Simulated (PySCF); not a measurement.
## methylcyclopropane: calculation and literature

Bonds (- single, = double, # triple, : aromatic): C1-C2 1.505 Å, C2-C3 1.500 Å, C3-C4 1.502 Å, C4-C2 1.500 Å. C1 carries H5, H6, H7; C2 carries H8; C3 carries H9, H10; C4 carries H11, H12. H10, H12 are cis to C1 on the ring; H9, H11 are trans to C1 on the ring.

The experiment to reproduce: δ 13C C3/C4 5.6; C2 4.9 ppm (measured; solution, not stated per compound (mostly CDCl3 or CCl4); Pretsch, Buehlmann, Badertscher, Structure Determination of Organic Compounds, 4th ed. (2009)). Coupling constants: 1J(C2,C1) 44.0 Hz.

PySCF calculation with coordinates at the PBE0-D3(BJ)/def2-SVP level, σ from GIAO-PBE0/pcSseg-1 and J couplings at B3LYP/pcJ-1 (without the spin–dipole term); no solvent model, one computed conformer, non-relativistic Hamiltonian, rapidly exchanging positions averaged.

(1) Set the calculated values beside the experiment.

(2) How far are the unscaled 13C shifts from the references?

Answers

(1) 
Reference values: measured (solution, not stated per compound (mostly CDCl3 or CCl4); Pretsch, Buehlmann, Badertscher, Structure Determination of Organic Compounds, 4th ed. (2009)).
```csv
atoms,quantity,reference,computed,"computed, scaled"
C3/C4,δ 13C,5.6,7.2,6.3
C2,δ 13C,4.9,6.6,5.8
```

Computed shifts are σ(ref) − σ with the named reference compound (TMS for H and C) calculated as an isolated molecule at the same level. The measured values may be among those fitted. Expected solution values come from regression of measured δ (H and C: mostly CDCl3, vs TMS) on computed σ: 13C: δ = 177.62 − 0.967σ (rms 1.9 ppm, 903 shifts, 2.3 ppm with the 23 outliers that the fit left out). A few per cent of atoms miss by over 2 rms, more outside the fitted compound classes.

Coupling constants in Hz:
```tsv
coupling	reference	computed	source
1J(C2,C1)	44.0	46.8	measured; liquid or solution; F. J. Weigert, PhD thesis, Caltech 1968 (Carbon-13 magnetic resonance spectroscopy)
```

(2) Mean signed difference +1.65 ppm, mean absolute 1.65 ppm over 2 comparisons; the largest is +1.7 ppm at C2 (three-membered-ring carbon).
